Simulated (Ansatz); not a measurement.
# PN₂H+ (doublet): the correlation ladder, def2-TZVPP

The task here is to estimate one member of a computed series from the others.

Method: def2-TZVPP, core rule «outside noble gas», up to 7 orbitals frozen; program: Ansatz 0.2.0, Gaussian basis.

The runs, in order: UHF; ROHF; CCSD(T) on UHF.

2 further runs of the same task are left out: 2 set aside as unsound or not needed.

### The geometry

The geometry is a PBE0/def2-TZVP stationary point (not a proven minimum) of the parent state, kept for this charge and spin.

4 atoms, charge 1, spin multiplicity 2.

Atoms are counted from 1 here; the program's logs count them from 0.

Bond lengths: N1–P2 1.486 Å, P2–N3 1.527 Å, N3–H4 1.012 Å. Angles: N1–P2–N3 168.5°, P2–N3–H4 120.8°.

Set-up of the first run:

File in.yaml:

```yaml
crystal:
  periodic: [false, false, false]
  atoms:
    - {symbol: N, position_ang: [0.000000, -0.027711, 1.525986]}
    - {symbol: P, position_ang: [0.000000, 0.061437, 0.042687]}
    - {symbol: N, position_ang: [0.000000, -0.153780, -1.468917]}
    - {symbol: H, position_ang: [0.000000, 0.634112, -2.104818]}
basis:
  gaussian: {orbitals: def2-TZVPP}
total_charge: 1
magnetization: {spin_polarized: true, initial_magnetization: 1}
hamiltonian: {xc: hf}
output: {orbitals: {seedname: orbitals}}
```

Run with:

```
ansatz run in.yaml --threads 1 --pin off --events-out ev --progress --plain --max-ram 2560MiB --backend cpu
```

Among the steps run: UHF; ROHF; CCSD(T) on UHF.

One of the session's tables, all rows but one given; the rest of the session is left out.

It belongs to the step «Misses and costs». 

```
  method  from UCCSD(T) (kcal/mol)
    ROHF                   +354.73
     UHF                   +341.69
    UMP2                    +54.40
   UCCSD                         ?
UCCSD(T)                         0
```

Q: Estimate the row for UCCSD from the others.

**Answer.** from UCCSD(T) (kcal/mol): +20.37. In the column «from UCCSD(T) (kcal/mol)» it lies between UCCSD(T) (0) and UMP2 (+54.40).

Limits of these values: The determinant is far from a pure spin state, so its energy mixes those of several spin states (harmless only where they are near-degenerate, as at dissociation).
